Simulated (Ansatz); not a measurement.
# P2Si: the cost of one run

Method: def2-TZVPP, core rule «outside noble gas», up to 15 orbitals frozen; program: Ansatz 0.2.0, Gaussian basis.

The runs, in order: UHF; ROHF; CCSD(T) on UHF.

2 further runs of the same task are left out: 2 set aside as unsound or not needed.

### 1 What is computed

The geometry is a PBE0/def2-TZVP stationary point (not a proven minimum) of the parent state, kept for this charge and spin.

3 atoms, charge 1, spin multiplicity 2.

Atoms are counted from 1 here; the program's logs count them from 0.

Bond lengths: P1–Si2 2.037 Å, Si2–P3 2.037 Å. Angles: P1–Si2–P3 180.0°.

### 2 UHF

File in.yaml:

```yaml
crystal:
  periodic: [false, false, false]
  atoms:
    - {symbol: P, position_ang: [0.000000, 0.000000, 2.037300]}
    - {symbol: Si, position_ang: [0.000000, 0.000000, 0.000000]}
    - {symbol: P, position_ang: [0.000000, 0.000000, -2.037300]}
basis:
  gaussian: {orbitals: def2-TZVPP}
total_charge: 1
magnetization: {spin_polarized: true, initial_magnetization: 1}
hamiltonian: {xc: hf}
output: {orbitals: {seedname: orbitals}}
```

Command:

```
ansatz run in.yaml --threads 1 --pin off --events-out ev --progress --plain --max-ram 4096MiB --backend cpu
```

What time and memory should one allow on 1 thread of AMD EPYC 7R13, shared host?

About 26 s, with a peak of 0.42 GiB.
